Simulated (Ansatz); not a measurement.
A calculation with Ansatz (development build ahead of 0.2.0).

```yaml
crystal:
  periodic: [false, false, false]
  atoms:
    - { symbol: P, position_ang: [-0.01828, -0.04447, -0.48737] }
    - { symbol: "N", position_ang: [-0.04509, 0.01867, 1.00408] }
basis:
  gaussian: { orbitals: "6-31G" }
hamiltonian:
  xc: hf
correlation:
  method: mp2
  frozen_orbitals: { "N": 1, P: 5 }
```

The input is written out in the form of the current development build from the run's settings.

Output:

```json
{"Converged": "yes", "Reference energy": "-395.04151 hartree", "Correlation energy": "-0.21892 hartree", "Total energy": "-395.26043 hartree", "Spin squared of the determinant": "0.000"}
```

Caution: in another basis set an unrestricted determinant lies well below.
